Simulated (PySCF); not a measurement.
## Boron: a sound run and one with changed settings

Sound run: B [He] 2s2 2p1, B⁺ [He] 2s2. All numbers are calculated (PySCF 2.14, the spin-free X2C one-electron Hamiltonian (Gaussian nucleus), in x2c-TZVPall (5s3p2d1f, 31 functions)). The sound run starts from symmetry-adapted Hartree-Fock orbitals and uses a fine grid where one is needed.

Changed run: 14 angular points. This setting is unsound on purpose.

| species | method | sound run (hartree) | changed run (hartree) | converged |
| --- | --- | --- | --- | --- |
| B | UHF | -24.53906 | -24.53906 | yes |
| B | PBE0 | -24.62520 | -24.62507 | yes |
| B | MN15 | -24.63723 | -24.63628 | yes |
| B⁺ | UHF | -24.24366 | -24.24366 | yes |
| B⁺ | PBE0 | -24.30759 | -24.30759 | yes |
| B⁺ | MN15 | -24.33578 | -24.33578 | yes |

Ionisation energy of B:

```csv
method,sound run (eV),changed run (eV)
UHF,8.038,8.038
PBE0,8.643,8.639
MN15,8.203,8.177
```

A coarse angular grid integrates products of high-l functions wrongly, so density functionals can shift, and the SCF can exploit the error; Hartree-Fock and MP2 need no grid.

For comparison, NIST gives 8.298 eV between the lowest levels.
